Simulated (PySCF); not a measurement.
Structure problem from calculated spectra and properties.

Formula: C3H3FO2.

- 1H NMR: chemical shifts (computed TMS as zero) by class: 8.02 (1 H), 6.03 (1 H), 5.90 (1 H) ppm [GIAO PBE0/pcSseg-1]
- UV, strongest line: among the 6 lowest singlet transitions: S2 at 6.31 eV (196 nm, f = 0.284) [TDDFT PBE0/def2-SVPD]
- UV, first state: lowest singlet excitation: 5.02 eV (247 nm, f = 0.000) [TDDFT PBE0/def2-SVPD]
- 13C NMR: chemical shifts (computed TMS as zero) by class: 178.0 (1 C), 170.3 (1 C), 109.6 (1 C) ppm [GIAO PBE0/pcSseg-1]
- Triplet: lowest triplet excitation (Tamm–Dancoff): 3.85 eV [TDA PBE0/def2-SVPD]
- Rotational structure: rotational constants A, B, C: 10.826, 1.895, 1.613 GHz [GFN2-xTB]
- NMR, other nuclei: isotropic shieldings of nuclei other than C and H, by class: -65 (1 O), 124 (1 O), 270 (1 F) ppm [GIAO PBE0/pcSseg-1]
- Dipole: 1.15 D [PBE0/def2-SVPD]

The electronic properties come from PySCF, for the isolated species, density fitting. Levels stand in brackets. NMR shifts are as computed; neighbouring signals can stand in another order in a measured spectrum. Isolated species at its GFN2-xTB geometry (one conformer only). NMR values are class means; diastereotopic atoms form classes of their own.

Question: Propose a structure and show how it fits.

Answer: Numbering: `[O:1]=[C:2]([OH:3])/[CH:4]=[CH:5]/[F:6]`. Its formula, C3H3FO2, gives 2 degrees of unsaturation: 0 rings and 2 π bonds in the structure found. 3 carbons fall into 3 classes; from least to most shielded: vinylic C–F carbon [C5] (178.0 ppm), carboxylic acid carbon [C2] (170.3 ppm), alkene CH carbon [C4] (109.6 ppm). Hydrogen classes from least to most shielded: 1 H on a vinylic C–F carbon, C5 (8.02 ppm), 1 H on an acid hydroxyl oxygen, O3 (6.03 ppm), 1 H on an alkene CH carbon, C4 (5.90 ppm). The other shieldings belong to: -65 ppm, acid carbonyl oxygen [O1]; 124 ppm, acid hydroxyl oxygen [O3]; 270 ppm, vinyl fluorine [F6]. S1 is mainly HOMO−1→LUMO (weight 0.97); the largest Löwdin shares of the orbital it empties are 0.70 on the acid carbonyl oxygen, 0.11 on the acid hydroxyl oxygen, 0.09 on the carboxylic acid carbon and 0.07 on the alkene CH carbon, of the orbital it fills 0.30 on the vinylic C–F carbon, 0.19 on the carboxylic acid carbon, 0.17 on the alkene CH carbon and 0.13 on the acid carbonyl oxygen. The optimised geometry has point group Cs and is an asymmetric top. Structure: `O=C(O)/C=C/F`. Computed isomers that give other values at the same levels: `O=CO/C=C\F` (rotational constant A: 15.581 GHz; this holds for the one conformer computed); `O=C1C[C@@H](F)O1` (13C chemical shifts (computed TMS as zero) by class: 167.6 (1 C), 104.8 (1 C), 50.4 (1 C) ppm); `O=C(O)/C=C\F` (rotational constant A: 8.461 GHz; this holds for the one conformer computed). The assignments are read from this structure; whether some other isomer fits the data as well wasn't checked.

Conformer computed: `[O:1]=[C:2]([OH:3])/[CH:4]=[CH:5]/[F:6]`: O1–C2–C4–C5 0°, H–O3–C2–O1 0°.
